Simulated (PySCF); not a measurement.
Isomers of C6H8, one conformer each. Method: core-valence-separated Tamm–Dancoff BHandHLYP/aug-pcX-1 (pcseg-1 on H) in PySCF, non-relativistic, gas phase, PBE0-D3(BJ)/def2-SVP geometry. No empirical shift is added; at this level the pattern usually sits a few eV under experiment.

P. `C1=C[C@H]2C[C@H]2C1`
Q. `C=C1CCC1=C`

Main lines, eV (oscillator strength):
1. C K: 282.7 (0.056), 282.8 (0.064), 285.7 (0.009), 285.7 (0.012), 285.7 (0.015)
2. C K: 282.2 (0.105), 282.6 (0.101), 285.7 (0.017), 285.8 (0.025), 286.2 (0.053)
Listed: the first five lines at most of each edge with a tenth or more of its strongest line's intensity; roots within 0.03 eV on the same or equivalent atoms are summed. Only the lowest roots were sought, and the top ones are left out.

Task: Which spectrum belongs to which isomer?

Result: 1 = P, 2 = Q.
- P: first C line listed at 282.7 eV, hole on the alkene CH carbon (1s→π*).
- Q: first C line listed at 282.2 eV, hole on the terminal =CH2 carbon.

Task: What are the ground-state energies of the isomers at BHandHLYP/aug-pcX-1 (pcseg-1 on H), relative to the lowest?

Result: P 0.0, Q 54.0 kJ/mol (electronic energies on these geometries, no dispersion or zero-point terms).
